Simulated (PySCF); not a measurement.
Compound: CClF3.
Cartesian coordinates in Å at the PBE0-D3(BJ)/def2-SVP level; atoms count from 1:
```
atom  x, y, z in Å
F1     0.4246    1.2467    0.2655
C2     0.0554   -0.0021    0.0584
F3     1.1331   -0.7369   -0.1308
F4    -0.5773   -0.4427    1.1281
Cl5   -0.9970   -0.0980   -1.3492
```

Level of theory: PBE0-D3(BJ)/def2-SVP geometry optimisation, gas phase in PySCF 2.14.0.

Take the most abundant isotopes and a rigid rotor. 

Task: Give the principal moments of inertia and the rotational constants in cm⁻¹.

Result: Ia = 87.35, Ib = 151.43, Ic = 151.52 u·Å²; 505379 MHz·u·Å²/I gives 5786, 3337 and 3335 MHz, that is A = 0.19299, B = 0.11133, C = 0.11126 cm⁻¹.

Task: Classify the top.

Result: A prolate symmetric top, as the point group C3v requires two equal moments; the computed ones differ by 0.06 % because the geometry is symmetric only within the optimiser's tolerance: κ = (2 × 3337 − 5786 − 3335)/(5786 − 3335) = -1.00.

Task: Where do the R-branch lines fall?

Result: The dipole of 0.24 D lies along the symmetry axis, so ΔK = 0 and J+1 ← J falls at 2B(J+1) for every K: 6.67 GHz, 13.35 GHz, 20.02 GHz, 26.69 GHz, 33.36 GHz for J = 0 to 4.

Task: Estimate the classical rotational partition function at 25 K, 200 K and 500 K.

Result: Point group C3v, symmetry number σ = 3; q = (√π/σ)·√((kT/h)³/(ABC)), k/h = 20836.6 MHz/K: 875 at 25 K, 19800 at 200 K, 78300 at 500 K.

Whether it is a minimum is left open (no frequencies). These are rigid-rotor constants of the computed structure; measured ground-state constants (B0) also hold zero-point vibration.

Time: 18 s; peak memory 0.32 GiB. Hardware: one thread of an Arm Neoverse N1, on a shared host. This is the geometry optimisation.
